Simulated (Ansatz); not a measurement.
**NHO (triplet): the correlation ladder, cc-pVTZ**

How much of the correlation energy of NHO (triplet) does each wave-function method recover here?

The runs use Ansatz 0.2.0, Gaussian basis; cc-pVTZ, core rule «outside noble gas», up to 2 orbitals frozen.

The runs, in order: UHF; CCSD(T) on ROHF; CCSD(T) on UHF; BCCD(T) on ROHF; CCSDT(Q) on ROHF; CCSDT(Q) on UHF; CASSCF and MRCISD+Q, 12 electrons in 9 orbitals; CASSCF and NEVPT2, 12 electrons in 9 orbitals.

6 further runs of the same task are left out: 6 set aside as unsound or not needed.

### Step 1. The system

The geometry is a PBE0/def2-TZVP stationary point (not a proven minimum).

3 atoms, charge 0, spin multiplicity 3.

Atoms are counted from 1 here; the program's logs count them from 0.

Bond lengths: N1–O2 1.213 Å, N1–H3 1.028 Å. Angles: O2–N1–H3 120.0°.

### Step 2. UHF

The input, in.yaml:

```yaml
crystal:
  periodic: [false, false, false]
  atoms:
    - {symbol: N, position_ang: [0.000000, -0.123149, 0.597204]}
    - {symbol: O, position_ang: [0.000000, 0.065186, -0.601149]}
    - {symbol: H, position_ang: [0.000000, 0.676603, 1.243294]}
basis:
  gaussian: {orbitals: cc-pVTZ}
magnetization: {spin_polarized: true, initial_magnetization: 2}
hamiltonian: {xc: hf}
output: {orbitals: {seedname: orbitals}}
```

Command:

```console
$ ansatz run in.yaml --threads 1 --pin off --events-out ev --progress --plain --max-ram 4096MiB --backend cpu
```

The runs that follow: CCSD(T) on ROHF; CCSD(T) on UHF; BCCD(T) on ROHF; CCSDT(Q) on ROHF; CCSDT(Q) on UHF; CASSCF and MRCISD+Q, 12 electrons in 9 orbitals; CASSCF and NEVPT2, 12 electrons in 9 orbitals.

**Question.** What will the summary of the whole plan be? Wanted: UCCSDT(Q) below the RHF energy; RMP2 from UCCSDT(Q); UMP2 from UCCSDT(Q); RCCSD from UCCSDT(Q); RCCSD(T) from UCCSDT(Q); UCCSD(T) from UCCSDT(Q); RCCSDT(Q) from UCCSDT(Q); NEVPT2 valence from UCCSDT(Q); MRCISD+Q valence from UCCSDT(Q).

The runs gave:

| quantity | value |
| --- | --- |
| UCCSDT(Q) below the RHF energy | -12.1326 eV |
| RMP2 from UCCSDT(Q) | +80.0 kJ/mol |
| UMP2 from UCCSDT(Q) | +89.0 kJ/mol |
| RCCSD from UCCSDT(Q) | +50.1 kJ/mol |
| RCCSD(T) from UCCSDT(Q) | +4.6 kJ/mol |
| UCCSD(T) from UCCSDT(Q) | +4.3 kJ/mol |
| RCCSDT(Q) from UCCSDT(Q) | +0.2 kJ/mol |
| NEVPT2 valence from UCCSDT(Q) | +134.6 kJ/mol |
| MRCISD+Q valence from UCCSDT(Q) | +14.4 kJ/mol |
| levels within 1 kcal/mol (43 meV) | BCCD(T), RCCSDT, UCCSDT, RCCSDT(Q) |
| T1 diagnostic | 0.044 |
| effectively unpaired electrons | 2.02 |

What this shows: RCCSD(T) lands +4.6 kJ/mol from the yardstick (0.4 % of the correlation energy). The occupations are near whole numbers, but T1 = 0.044 shows that the orbitals relax strongly. Of the multireference levels listed MRCISD+Q valence comes nearest in total energy (+14.4 kJ/mol), which doesn't show that its space is the better one. These misses are within one basis, not against nature; the frozen cores of restricted and unrestricted runs differ, which can shift their rows.
